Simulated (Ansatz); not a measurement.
**B₂Cl+ (triplet): wave-function methods side by side, cc-pVDZ**

How much of the correlation energy of B₂Cl+ (triplet) does each wave-function method recover here?

Computed with Ansatz 0.2.0, Gaussian basis. Level: cc-pVDZ, correlated electrons: outside noble gas.

To be run: UHF; CCSD(T) on ROHF; CCSD(T) on UHF; BCCD(T) on ROHF; CISD; CCSDT(Q) on ROHF; CCSDT(Q) on UHF.

## 1. The geometry

The geometry is a PBE0/def2-TZVP stationary point (not a proven minimum) of the parent state, kept for this charge and spin.

3 atoms, charge 1, spin multiplicity 3.

Atoms are counted from 1 here; the program's logs count them from 0.

Bond lengths: B1–B2 1.516 Å, B2–Cl3 1.683 Å. Angles: B1–B2–Cl3 180.0°.

In the tables R marks a restricted open-shell determinant and U an unrestricted one; correlation energies count from the lowest restricted Hartree-Fock solution.

## 2. UHF

File in.yaml:

```yaml
crystal:
  periodic: [false, false, false]
  atoms:
    - {symbol: B, position_ang: [0.000000, 0.000000, -1.572000]}
    - {symbol: B, position_ang: [0.000000, 0.000000, -0.055600]}
    - {symbol: Cl, position_ang: [0.000000, 0.000000, 1.627600]}
basis:
  gaussian: {orbitals: cc-pVDZ}
total_charge: 1
magnetization: {spin_polarized: true, initial_magnetization: 2}
hamiltonian: {xc: hf}
output: {orbitals: {seedname: orbitals}}
```

Started as:

```sh
> ansatz run in.yaml --threads 1 --pin off --events-out ev --progress --plain --max-ram 2393MiB
```

After this run come: CCSD(T) on ROHF; CCSD(T) on UHF; BCCD(T) on ROHF; CISD; CCSDT(Q) on ROHF; CCSDT(Q) on UHF.

Q: Predict the results of all the runs planned. Wanted: correlation energy, UCCSDT(Q); RMP2 from UCCSDT(Q); UMP2 from UCCSDT(Q); RCCSD from UCCSDT(Q); RCCSD(T) from UCCSDT(Q); UCCSD(T) from UCCSDT(Q); RCCSDT(Q) from UCCSDT(Q); T1 diagnostic.

**Answer**, as computed:

| quantity | value |
| --- | --- |
| correlation energy, UCCSDT(Q) | -7.0344 eV |
| RMP2 from UCCSDT(Q) | +25.05 kcal/mol |
| UMP2 from UCCSDT(Q) | +25.02 kcal/mol |
| RCCSD from UCCSDT(Q) | +6.91 kcal/mol |
| RCCSD(T) from UCCSDT(Q) | +1.23 kcal/mol |
| UCCSD(T) from UCCSDT(Q) | +1.22 kcal/mol |
| RCCSDT(Q) from UCCSDT(Q) | +0.14 kcal/mol |
| levels of the table within 1 kcal/mol (43 meV) | RCCSDT, UCCSDT, RCCSDT(Q) |
| T1 diagnostic | 0.027 |

In words: RCCSD(T) misses by +1.23 kcal/mol, 0.8 % of the correlation energy. These misses are within one basis, not against nature; the frozen cores of restricted and unrestricted runs differ, which can shift their rows.
